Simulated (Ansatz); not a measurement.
A calculation with Ansatz (development build ahead of 0.2.0).

```yaml
crystal:
  periodic: [false, false, false]
  atoms:
    - { symbol: C, position_ang: [0.50281, -0.01042, -0.04746] }
    - { symbol: H, position_ang: [1.09385, 0.67686, 0.61089] }
    - { symbol: H, position_ang: [1.11379, -0.60837, -0.61326] }
    - { symbol: F, position_ang: [-0.31063, 0.80601, -0.74356] }
    - { symbol: F, position_ang: [-0.26335, -0.81804, 0.78342] }
basis:
  gaussian: { orbitals: def2-TZVP }
hamiltonian:
  xc: hf
correlation:
  method: mp2
  frozen_orbitals: { C: 1, F: 1, H: 0 }
```

The input is written out in the form of the current development build from the run's settings.

Output:

```yaml
Converged: yes
Reference_energy: -238.00073 hartree
Correlation_energy: -0.66450 hartree
Total_energy: -238.66523 hartree
Spin_squared_of_the_determinant: 0.000
```
